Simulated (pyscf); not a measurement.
A first-order saddle from PySCF, ωB97X-D3(BJ)/def2-SVP:

```
C
H 1 1.0948
H 1 1.0960 2 113.68
C 1 1.4548 2 117.94 3 142.72
H 4 1.0947 1 117.96 2 -0.07
H 4 1.0960 5 113.70 1 142.75
H 1 1.3487 2 105.29 3 -102.56
B 7 1.3781 1 103.83 2 -93.61
F 8 1.3274 7 115.38 1 73.72
H 4 1.3502 5 105.33 6 102.52
```

Surface: singlet, charge 0. Lowest wavenumbers (cm⁻¹): 1308i, 198, 261, 568, 625.

**Question.** Name the species on either side of this saddle.

**Answer.** H₂B–F + H₂C=CH₂ <-> B–F [singlet] + H₃C–CH₃, a concerted two-bond exchange read from left to right: B–H, B–H broken and C–H, C–H formed. At CCSD(T)/def2-TZVPP + ΔMP2(QZVPP) it lies +52.2 kcal/mol from the left side and +40.5 kcal/mol from the right (each side as separated species at their lowest minima found). On the reactant side the descent ends in a complex, 4.1 kcal/mol under the separated species and 57.1 kcal/mol under the saddle at ωB97X-D3(BJ)/def2-TZVP. The same reactants have a lower exit, to H₃C–CH₂–BH–F (barrier +2.2 kcal/mol at ωB97M-D3(BJ)/def2-TZVP, against +51.9 kcal/mol here). This is the saddle that the search found; another between the same sides may lie lower. The CCSD(T) − MP2 part came from Ansatz, without density fitting, on the same reference.
